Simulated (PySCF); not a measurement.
# BSiH4F (SMILES FB[SiH3]): CF22D/3-21G (density fitting with cc-pvdz-jkfit, IEF-PCM aniline)

We compute a structure relaxation of BSiH4F. 

The calculation is run with PySCF 2.14.0.

4 further runs of the same task are left out: 1 that didn't finish, 3 set aside as unsound or not needed.

## (1) The molecule

BSiH4F has 7 atoms, charge 0, and is taken as a singlet. SMILES: `FB[SiH3]`. All atoms were displaced at random from a relaxed shape. The run starts from this shape.

Bond lengths: F1–B2 1.376 Å, B2–Si3 2.196 Å, B2–H4 1.307 Å, Si3–H5 1.549 Å, Si3–H6 1.479 Å, Si3–H7 1.379 Å. Angles: F1–B2–Si3 125.2°, F1–B2–H4 109.7°, Si3–B2–H4 121.2°, B2–Si3–H5 107.5°, B2–Si3–H6 105.2°, B2–Si3–H7 110.1°, H5–Si3–H6 115.6°, H5–Si3–H7 106.8°, H6–Si3–H7 111.6°.

## (2) A geometry optimisation at CF22D/3-21G (density fitting with cc-pvdz-jkfit, IEF-PCM aniline)

run.py reads:

```python
from pyscf import gto, dft, solvent
from pyscf.geomopt.geometric_solver import kernel as optimise

mol = gto.M(
    atom='''
F       -1.355984      -1.727074       0.678901
B       -0.242018      -1.196844       0.070412
Si       0.154679       0.945730      -0.200469
H        0.732653      -2.067416       0.099991
H        0.593476       1.156923      -1.670891
H        1.167371       1.284224       0.822325
H       -1.006164       1.668899      -0.024028
''',
    verbose=3,
    max_memory=1860,
    cart=True,
    basis='3-21g',
)

ks = dft.RKS(mol)
ks.xc = 'cf22d'
ks = ks.density_fit(auxbasis='cc-pvdz-jkfit')
ks = ks.PCM()
ks.with_solvent.method = 'IEF-PCM'
ks.with_solvent.eps = 6.8882  # aniline
ks.diis_start_cycle = 5
ks.damp = 0.4
ks.level_shift = 0.5
converged, mol_eq = optimise(ks, maxsteps=50)
print('converged:', converged)
print(mol_eq.tostring())

ks.reset(mol_eq)
mol = mol_eq
ks.kernel()
etot = ks.e_tot
print('E = %.10f Eh' % etot)
ks.analyze()
```

Command:

```bash
$ OMP_NUM_THREADS=1 python run.py
```

What values should one expect? Wanted: total energy at the end; dipole moment; HOMO energy; LUMO energy; HOMO–LUMO gap; dispersion energy; solvent term in the energy.

Computed results:

At CF22D/3-21G (density fitting with cc-pvdz-jkfit, IEF-PCM aniline):

```
                  quantity          value
   total energy at the end  -413.94357 Eh
             dipole moment         0.59 D
               HOMO energy       -8.84 eV
               LUMO energy       -0.58 eV
             HOMO–LUMO gap        8.26 eV
         dispersion energy   -0.24 kJ/mol
solvent term in the energy    -3.3 kJ/mol
```

**Reading.** At the final geometry: Bond lengths: F1–B2 1.357 Å, B2–Si3 2.022 Å, B2–H4 1.205 Å, Si3–H5 1.499 Å, Si3–H6 1.500 Å, Si3–H7 1.496 Å. Angles: F1–B2–Si3 122.3°, F1–B2–H4 116.9°, Si3–B2–H4 120.8°, B2–Si3–H5 109.0°, B2–Si3–H6 108.9°, B2–Si3–H7 114.4°, H5–Si3–H6 106.8°, H5–Si3–H7 108.8°, H6–Si3–H7 108.6°. The optimisation took 10 steps and changed the energy by -0.631 eV. Mulliken charges run from -0.24 on F1 to +0.40 on Si3.
